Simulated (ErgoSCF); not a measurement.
**H2O3 (SMILES OOO): levels of theory compared**

We compute a comparison of 6 runs (HF/STO-3G, HF/3-21G, HF/def2-SVP, HF/6-311G**, B3LYP/6-31G*, PBE0/def2-SVP) of H2O3. 

Program for the calculation: ErgoSCF 3.8.

2 further runs of the same task are left out: 2 set aside as unsound or not needed.

## (1) Starting point

H2O3 has 5 atoms, charge 0, and is taken as a singlet. As SMILES, `OOO`. The shape is that of a GFN2-xTB optimisation. This is a higher conformer, about 11 kJ/mol above the lowest found by a separate search.

Bond lengths: O1–O2 1.390 Å, O2–O3 1.391 Å, O1–H4 0.972 Å, O3–H5 0.972 Å. Angles: O1–O2–O3 110.7°, O2–O1–H4 106.7°, O2–O3–H5 106.5°.

## (2) A single-point energy at HF/STO-3G (run 1)

File mol.xyz:

```xyz
5
H2O3
O     -0.984020    -0.692710    -0.137760
O     -0.127030    -0.049090     0.747210
O      1.176430    -0.056790     0.262120
H     -1.378730    -0.001520    -0.695970
H      1.313340     0.800110    -0.175600
```

File ergo.in:

```
set_nthreads(1)
molecule "mol.xyz"
scf.max_number_of_iterations = 120
scf.output_mulliken_pop = 1
scf.use_diagonalization = 1
tmpdir = "."
basis = "STO-3G"
run "HF"
```

The basis set STO-3G is read from a file made from the Basis Set Exchange's data (not shown).

The run is started by

```
$ ergo < ergo.in
```

Output:

```text
[...]
INSC SCF_general constructor, number of basis functions: 17
[...]
INSC Energy   1 =       -198.11216789382
[...]
INDE E_LUMO =          0.43682679831
[...]
INSC Energy  11 =       -222.57083033982  ( diff     -0.000000000004320 )
[...]
RESC CONVERGED after  11 iterations.
RESC FINAL ENERGY:       -222.57083033982
[...]
INSC SCF: dipole_moment_x [atomic units] =      -0.13587147
INSC SCF: dipole_moment_y [atomic units] =       0.90901018
INSC SCF: dipole_moment_z [atomic units] =      -0.67043635
[...]
```

Run time: 0.8 s. Hardware: 1 thread of Intel Xeon 6975P-C (Granite Rapids), shared host; peak memory 0.26 GiB.

## (3) A single-point energy at HF/3-21G (run 2)

File input.xyz:

```xyz
5
H2O3
O     -0.984020    -0.692710    -0.137760
O     -0.127030    -0.049090     0.747210
O      1.176430    -0.056790     0.262120
H     -1.378730    -0.001520    -0.695970
H      1.313340     0.800110    -0.175600
```

File ergo.in:

```
set_nthreads("env")
molecule "input.xyz"
scf.use_diagonalization = 1
scf.output_mulliken_pop = 1
basis = "3-21G"
charge = 0
tmpdir = "."
scf.max_number_of_iterations = 120
run "HF"
```

The basis set 3-21G is read from a file made from the Basis Set Exchange's data (not shown).

The run is started by

```
$ ergo ergo.in
```

Output:

```text
[...]
INSC SCF_general constructor, number of basis functions: 31
[...]
INSC Energy   1 =       -146.83360286227
[...]
INDE E_LUMO =          0.21505617306
[...]
INSC Energy  14 =       -224.29582533674  ( diff     -0.000000000000057 )
[...]
RESC CONVERGED after  14 iterations.
RESC FINAL ENERGY:       -224.29582533674
[...]
INSC SCF: dipole_moment_x [atomic units] =      -0.19198279
INSC SCF: dipole_moment_y [atomic units] =       1.28488548
INSC SCF: dipole_moment_z [atomic units] =      -0.95011215
[...]
```

It took 0.95 s on 1 thread of Intel Xeon 6975P-C (Granite Rapids), shared host; peak memory 0.26 GiB.

Run 3 isn't shown in full; the table further down has it.

## (4) A single-point energy at HF/6-311G(d,p) (run 4)

File run.inp:

```
set_nthreads("env")
molecule_inline Angstrom
O  -0.984020 -0.692710 -0.137760
O  -0.127030 -0.049090 0.747210
O  1.176430 -0.056790 0.262120
H  -1.378730 -0.001520 -0.695970
H  1.313340 0.800110 -0.175600
EOF
tmpdir = "."
scf.max_number_of_iterations = 120
scf.use_diagonalization = 1
basis = "6-311G**"
scf.output_mulliken_pop = 1
charge = 0
run "HF"
```

The basis set 6-311G** is read from a file made from the Basis Set Exchange's data (not shown).

The run is started by

```
$ ergo < run.inp
```

Output:

```text
[...]
INSC SCF_general constructor, number of basis functions: 66
[...]
INSC Energy   1 =       -106.43856796419
[...]
INDE E_LUMO =          0.13147953201
[...]
INSC Energy  17 =       -225.59980080303  ( diff     -0.000000000000909 )
[...]
RESC CONVERGED after  17 iterations.
RESC FINAL ENERGY:       -225.59980080303
[...]
INSC SCF: dipole_moment_x [atomic units] =      -0.16852180
INSC SCF: dipole_moment_y [atomic units] =       1.14019498
INSC SCF: dipole_moment_z [atomic units] =      -0.85101899
[...]
```

It took 12 s on 1 thread of Intel Xeon 6975P-C (Granite Rapids), shared host; peak memory 0.26 GiB.

Run 5 isn't shown in full; the table further down has it.

## (5) A single-point energy at PBE0/def2-SVP (run 6)

File input.ego:

```
set_nthreads(1)
scf.max_number_of_iterations = 120
XC.radint = 1e-11
scf.output_mulliken_pop = 1
tmpdir = "."
scf.use_diagonalization = 1
basis = "def2-SVP"
XC.sparse_mode = 0
XC.angint = 41
molecule_inline
O     -1.85952830    -1.30903218    -0.26032867
O     -0.24005191    -0.09276666     1.41202226
O      2.22313050    -0.10731755     0.49533501
H     -2.60542210    -0.00287238    -1.31519269
H      2.48185291     1.51198877    -0.33183591
EOF
run "PBE0"
```

The basis set def2-SVP is read from a file made from the Basis Set Exchange's data (not shown).

The run is started by

```
$ ergo input.ego
```

Output:

```text
[...]
INDF Weighted mixed functional:
[...]
INSC Energy   1 =       -101.65644191813
[...]
INDE E_LUMO =          0.02854897164
[...]
INSC Energy  27 =       -226.26615485416  ( diff     -0.000000000001194 )
[...]
RESC CONVERGED after  27 iterations.
RESC FINAL ENERGY:       -226.26615485416
[...]
INSC SCF: dipole_moment_x [atomic units] =      -0.15529870
INSC SCF: dipole_moment_y [atomic units] =       1.05582503
INSC SCF: dipole_moment_z [atomic units] =      -0.79258345
[...]
```

Wall time 16 s (1 thread of Intel Xeon 6975P-C (Granite Rapids), shared host); peak memory 0.26 GiB.

## (6) All runs side by side

```tsv
run	level	integration grid	radint	energy (Eh)	dipole moment (D)	wall time
1	HF/STO-3G	–	–	-222.570830	2.89	0.8 s
2	HF/3-21G	–	–	-224.295825	4.09	0.95 s
3	HF/def2-SVP	–	–	-225.350073	3.65	8.1 s
4	HF/6-311G**	–	–	-225.599801	3.64	12 s
5	B3LYP/6-31G* (spherical functions)	Turbo	1e-11	-226.664565	3.34	6.9 s
6	PBE0/def2-SVP	Turbo	1e-11	-226.266155	3.38	16 s
```

## (7) Summary of results

```
            quantity          value
 run 6: total energy  -226.26615 Eh
run 6: dipole moment         3.38 D
```

The dipole moment (its size) runs from 2.89 D (HF/STO-3G) to 4.09 D (HF/3-21G). Totals of different functionals can't be ranked against each other. In run 1 the basis is minimal, so the values are rough. All runs together took 45 s, the longest 16 s.
